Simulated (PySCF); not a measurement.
oxygen (O₂), SMILES O=O (connectivity only; charge and spin as stated), neutral, multiplicity 3. Atoms are numbered in the order given.

```xyz
2

O      0.0000     0.0000    -0.5963
O      0.0000     0.0000     0.5963
```
Charge 0, spin multiplicity 3.

Geometry optimised at PBE0-D3(BJ)/def2-TZVPD.

The numbers are results of PBE/pcH-1 (PySCF), not measurements.

Unrestricted Kohn–Sham, ⟨S²⟩ = 2.003. Hyperfine tensors hold the contact and dipolar terms, without spin-orbit corrections.

Task: Estimate the hyperfine couplings. (Estimate from the structure and the level; the computed values follow.)

Result: 
```csv
nucleus,A(iso) (MHz),A(iso) (G),dipolar principal values (MHz)
17O no. 1,-16.3,-5.8,"-45.9, -45.9, 91.7"
17O no. 2,-16.3,-5.8,"-45.9, -45.9, 91.7"
```
